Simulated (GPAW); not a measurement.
**C2H2ClO− (SMILES [O-]/C=C/Cl): LDA (PW92)/sz(dzp) (scalar-relativistic datasets)**

We compute ionisation energies of C2H2ClO−. 

Program for the calculation: GPAW 26.7.0.

4 further runs of the same task are left out: 2 that didn't finish, 2 set aside as unsound or not needed. Runs told in other sessions of the task aren't counted.

### Step 1. The molecule

C2H2ClO− has 6 atoms, charge -1, and is taken as a singlet. SMILES: `[O-]/C=C/Cl`. Geometry: relaxed at GFN2-xTB.

Bond lengths: O1–C2 1.257 Å, C2–C3 1.354 Å, C3–Cl4 1.757 Å, C2–H5 1.122 Å, C3–H6 1.076 Å. Angles: O1–C2–C3 126.6°, C2–C3–Cl4 120.7°, O1–C2–H5 118.6°, C3–C2–H5 114.8°, C2–C3–H6 126.7°, Cl4–C3–H6 112.6°.

### Step 2. Ionisation energies at LDA (PW92)/sz(dzp) (scalar-relativistic datasets)

The input, c2h2clo.sdf:

```

     RDKit          3D

  6  5  0  0  0  0  0  0  0  0999 V2000
    1.8211   -0.0714    0.3426 O   0  0  0  0  0  0  0  0  0  0  0  0
    0.6939   -0.1426   -0.2085 C   0  0  0  0  0  0  0  0  0  0  0  0
   -0.4983    0.1704    0.3511 C   0  0  0  0  0  0  0  0  0  0  0  0
   -1.9891    0.0124   -0.5658 Cl  0  0  0  0  0  0  0  0  0  0  0  0
    0.6366   -0.4981   -1.2711 H   0  0  0  0  0  0  0  0  0  0  0  0
   -0.6641    0.5293    1.3517 H   0  0  0  0  0  0  0  0  0  0  0  0
  2  1  1  0
  3  2  2  0
  4  3  1  0
  5  2  1  0
  6  3  1  0
M  CHG  1   1  -1
M  END
$$$$
```

The input, ipea.py:

```python
from ase.io import read
from gpaw import GPAW

# Set up the molecule
mol = read('c2h2clo.sdf')
mol.center(vacuum=5.5)

energies = {}
for name, charge, unpaired in [('start', -1, 0), ('oxidised', 0, 1)]:
    mol.set_initial_magnetic_moments([unpaired / len(mol)] * len(mol))
    calc = GPAW(mode='lcao',
                h=0.25,
                charge=charge,
                symmetry='off',
                maxiter=100,
                xc='LDA',
                basis='sz(dzp)',
                occupations={'name': 'fermi-dirac', 'width': 0.0, 'fixmagmom': unpaired > 0},
                txt=f'{name}.txt')
    mol.calc = calc
    energies[name] = mol.get_potential_energy()
    print(f'{name:10} {energies[name]:12.5f} eV')

ip = energies['oxidised'] - energies['start']
print(f'Vertical IP = {ip:.3f} eV')
```

Started as:

```bash
$ python3 -u ipea.py | tee ipea.out
```

What it wrote:

```text
start         -26.25681 eV
oxidised      -23.95410 eV
Vertical IP = 2.303 eV
```

start.txt, shortened:

```text
[...]
Converged in 9 steps
[...]
Energy contributions relative to reference atoms: (reference = -16608.900694)
Energy contributions:
  Kinetic:          56.451982
  Coulomb:         -42.863745
  Zero:              1.978184
  External:          0.000000
  Xc:              -41.823226
  Entropy:           0.000000
  Spinorbit:         0.000000
  ----------------------------
  Free energy:     -26.256805
  Extrapolated:    -26.256805
dipole moment: (-7.824088, -5.977778, -6.814219)  # |e|*Ang
Fermi level: 4.137
Eigenvalues  # (at kpt = [0.000, 0.000, 0.000])
| band index |      eig [eV] | occ [0-2] |
|------------|---------------|-----------|
|          0 |       -19.016 |     2.000 |
|        ... |               |           |
|          4 |        -5.921 |     2.000 |
|          5 |        -4.704 |     2.000 |
|          6 |        -3.586 |     2.000 |
[... 10 lines of this table left out ...]
|         17 |        19.443 |     0.000 |
Gap: 4.690 eV
Transition (v -> c):
[...]
timing:  # [seconds]
  Total: 3.852  # ━━━━━━━━━━━━━━━━━━━━━━━━━━━━━━━━━━━━━━━━━━━━━━━━━━━━━━━━━━━
  Init:  2.153  # ━━━━━━━━━━━━━━━━━━━━━━━━━━━━━━━━━
  SCF:   1.651  # ━━━━━━━━━━━━━━━━━━━━━━━━━╸
Max RSS: 481.867  # MiB
```

oxidised.txt, shortened:

```text
[...]
Converged in 11 steps
[...]
dipole moment: (-0.559963, 0.032601, -0.075965)  # |e|*Ang
Total magnetic moment: (0.000000, 0.000000, 1.000075)
Local magnetic moments
|        x |        y |         z |
|----------|----------|-----------|
| 0.000000 | 0.000000 |  0.216810 |  # O    0
| 0.000000 | 0.000000 | -0.021773 |  # C    1
| 0.000000 | 0.000000 |  0.182424 |  # C    2
| 0.000000 | 0.000000 |  0.091230 |  # Cl   3
| 0.000000 | 0.000000 | -0.000904 |  # H    4
| 0.000000 | 0.000000 | -0.002998 |  # H    5
Fermi levels: -4.363, -6.481
Eigenvalues  # (at kpt = [0.000, 0.000, 0.000])
| band index |      eig [eV] | occ [0-1] |      eig [eV] | occ [0-1] |
|------------|---------------|-----------|---------------|-----------|
|          0 |       -27.934 |     1.000 |       -27.564 |     1.000 |
|        ... |               |           |               |           |
|          4 |       -13.826 |     1.000 |       -13.699 |     1.000 |
|          5 |       -12.636 |     1.000 |       -12.433 |     1.000 |
|          6 |       -12.002 |     1.000 |       -11.542 |     1.000 |
[... 10 lines of this table left out ...]
|         17 |        10.601 |     0.000 |        10.860 |     0.000 |
Gap: 3.986 eV
Transition (v -> c):
[...]
timing:  # [seconds]
  Total: 5.816  # ━━━━━━━━━━━━━━━━━━━━━━━━━━━━━━━━━━━━━━━━━━━━━━━━━━━━━━━━━━━
  Init:  2.121  # ━━━━━━━━━━━━━━━━━━━━━╸
  SCF:   3.668  # ━━━━━━━━━━━━━━━━━━━━━━━━━━━━━━━━━━━━━
Max RSS: 563.383  # MiB
```

Run time: 10 s. Hardware: 1 thread of Arm Neoverse V2, shared host; peak memory 0.55 GiB.

### Step 3. What came out

Level: LDA (PW92)/sz(dzp) (scalar-relativistic datasets).

```
               quantity    value
first ionisation energy  2.30 eV
```
